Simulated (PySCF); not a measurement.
# Calculated properties of `c1ccccc1`

Species: C6H6.
Z-matrix (Å and degrees, GFN2-xTB geometry), rows numbered from 1:
```
C 
C   1  1.3846
C   2  1.3846  1  120.01
C   3  1.3846  2  120.00  1    -0.04
C   4  1.3846  3  120.00  2     0.01
C   1  1.3846  2  120.00  3     0.07
H   1  1.0805  2  119.99  3  -179.97
H   2  1.0804  1  119.99  3   180.00
H   3  1.0805  2  120.00  1  -180.00
H   4  1.0805  3  120.00  2  -180.00
H   5  1.0805  4  120.02  3  -179.98
H   6  1.0804  1  119.98  2   179.93
```

Among its groups: benzene ring.

**GFN2-xTB geometry**

```
Point group of the GFN2-xTB geometry                  : D6h
Rotational constants A, B, C of the GFN2-xTB geometry : 5.783, 5.783, 2.892 GHz
```

From PBE0/pcSseg-1 ground state and GIAO shieldings, non-relativistic (PySCF):

```
Dipole moment                                       : 0.00 D
HOMO energy                                         : -7.36 eV
LUMO energy                                         : -0.15 eV
HOMO–LUMO gap                                       : 7.21 eV
Lowest Hirshfeld atomic charge                      : -0.05 e on C1/C2/C3/C4/C5/C6
Highest Hirshfeld atomic charge                     : +0.05 e on H7/H8/H9/H10/H11/H12
13C chemical shifts (computed TMS as zero) by class : 133.9 (C1/C2/C3/C4/C5/C6) ppm
1H chemical shifts (computed TMS as zero) by class  : 7.66 (H7/H8/H9/H10/H11/H12) ppm
Mayer bond orders between heavy atoms               : C1–C2 1.44, C2–C3 1.44, C3–C4 1.44, C4–C5 1.44, C5–C6 1.44, C6–C1 1.44
```

Monoisotopic mass (most abundant isotopes): 78.0470 u.

The rotational constants are those of an oblate symmetric top. With B = h/(8π²I), that is 505.379 GHz u Å² over I, the principal moments of inertia are 87.4, 87.4 and 174.8 u Å² (most abundant isotopes). Point group D6h forbids a permanent dipole, so the rigid molecule has no electric-dipole pure rotational spectrum.

Isolated species at its GFN2-xTB geometry, gas phase.

For the NMR shielding job (PBE0/pcSseg-1), cost: about 10 s of CPU time on one thread (grids of density and orbitals included); the machine was shared, so the figure is rough.
